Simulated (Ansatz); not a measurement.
# SiH4 (singlet): from Hartree-Fock to the top rungs at a displaced geometry (v1), cc-pVTZ

One table from this session's results is given with a row withheld; the runs are named, their logs left out.

Method: cc-pVTZ, core rule «outside noble gas», up to 5 orbitals frozen; program: Ansatz 0.2.0, Gaussian basis.

The runs, in order: UHF; CCSD(T) on RHF; BCCD(T) on RHF; CCSDT(Q) on RHF; CASSCF and NEVPT2, 8 electrons in 8 orbitals.

10 further runs of the same task are left out: 3 that didn't finish, 7 set aside as unsound or not needed.

**The system**

The geometry is a PBE0/def2-TZVP stationary point (not a proven minimum) with its atoms shifted at random (size 0.040 Å).

5 atoms, charge 0, spin multiplicity 1.

Atoms are counted from 1 here; the program's logs count them from 0.

Bond lengths: Si1–H2 1.468 Å, Si1–H3 1.401 Å, Si1–H4 1.520 Å, Si1–H5 1.478 Å. Angles: H2–Si1–H3 109.8°, H2–Si1–H4 111.6°, H2–Si1–H5 113.4°, H3–Si1–H4 107.8°, H3–Si1–H5 108.7°, H4–Si1–H5 105.3°.

Set-up of the first run:

Contents of in.yaml:

```yaml
crystal:
  periodic: [false, false, false]
  atoms:
    - {symbol: Si, position_ang: [0.003370, -0.000123, 0.005157]}
    - {symbol: H, position_ang: [0.858387, 0.842480, 0.850835]}
    - {symbol: H, position_ang: [-0.809050, -0.811379, 0.808836]}
    - {symbol: H, position_ang: [-0.907006, 0.835765, -0.879955]}
    - {symbol: H, position_ang: [0.763770, -0.863446, -0.923423]}
basis:
  gaussian: {orbitals: cc-pVTZ}
magnetization: {spin_polarized: true, initial_magnetization: 0}
hamiltonian: {xc: hf}
output: {orbitals: {seedname: orbitals}}
```

Run with:

```bash
> ansatz run in.yaml --threads 1 --pin off --events-out ev --progress --plain --max-ram 2393MiB
```

Steps of the session up to this table: UHF; CCSD(T) on RHF; BCCD(T) on RHF; CCSDT(Q) on RHF; CASSCF and NEVPT2, 8 electrons in 8 orbitals.

One of the session's tables, all rows but one given; the rest of the session is left out.

It belongs to the step «Misses and costs». 

```
        method  from RCCSDT(Q) (meV)
           RHF               +4833.5
          RMP2                +932.7
         RCCSD                +125.6
      RCCSD(T)                 +22.2
       BCCD(T)                 +21.7
        RCCSDT                  +2.6
     RCCSDT(Q)                     0
CASSCF valence                     ?
NEVPT2 valence               +1055.9
```

**Question.** Estimate the row for CASSCF valence.

**Answer.** from RCCSDT(Q) (meV): +3346.0. In the column «from RCCSDT(Q) (meV)» it lies between NEVPT2 valence (+1055.9) and RHF (+4833.5).
